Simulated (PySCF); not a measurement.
# Frontier orbitals and the lowest excitations

Species: C₂F₃N.
Cartesian coordinates in Å at the GFN2-xTB level; atoms count from 1:
```
atom  x, y, z in Å
C1     2.138   -0.040   -0.044
N2     0.975   -0.018   -0.022
C3    -0.420    0.008    0.004
F4    -0.888    1.093   -0.608
F5    -0.873    0.018    1.256
F6    -0.929   -1.059   -0.607
```

Method: TDDFT B3LYP/def2-SVPD, vertical, gas phase, core orbitals frozen in the response (PySCF).

Frontier orbitals with the atoms that hold most of them (Löwdin shares over 4%, at most four atoms; ? is withheld):

| orbital | ε (eV) | atoms |
| --- | --- | --- |
| LUMO+2 | 0.40 | C3 40%, C1 13%, F6 13%, F4 13% |
| LUMO+1 | -1.27 | C1 53%, N2 31%, C3 6%, F6 5% |
| LUMO | -1.27 | C1 53%, N2 31%, C3 6%, F5 5% |
| HOMO | -9.72 | ? |
| HOMO-1 | -11.57 | N2 52%, C1 26%, F4 10%, F5 8% |
| HOMO-2 | -11.57 | N2 52%, C1 26%, F6 11%, F5 5% |
| HOMO-3 | -12.57 | F4 33%, F5 33%, F6 33% |

(1) Which atoms hold the HOMO, and with what shares?

Answers

(1) C1 (bonded to N) 82%; N2 (bonded to 2 C) 16%.

Within 0.005 eV of a neighbour in this list lie HOMO-2/HOMO-1 and LUMO/LUMO+1 (point group found: C3v); within a degenerate set the shares of single atoms can hang on how the components are chosen.

Problem. How does S1 compare with the orbital gap of 8.45 eV?

Solution. S1 is at 7.62 eV (f = 0.056), 0.83 eV below the gap, made of HOMO→LUMO/LUMO+1 (99%). S1/S2 lie within about 0.01 eV of each other. Without the coupling terms of the response equations the lowest excitation would equal the gap.

Next come S2 at 7.62 eV (f 0.056), HOMO→LUMO/LUMO+1 (99%); S3 at 8.28 eV (f 0.0000), HOMO-2/HOMO-1→LUMO/LUMO+1 (≥89%); S4 at 8.49 eV (f 0.0002), HOMO-2/HOMO-1→LUMO/LUMO+1 (≥92%); S5 at 8.49 eV (f 0.0002), HOMO-2/HOMO-1→LUMO/LUMO+1 (≥92%).

Orbitals of the list HOMO-3 to LUMO+2 that lie within 0.01 eV of each other are written together with a slash and their weights summed (≥ marks a lower bound); for degenerate orbitals outside that list single weights are arbitrary.
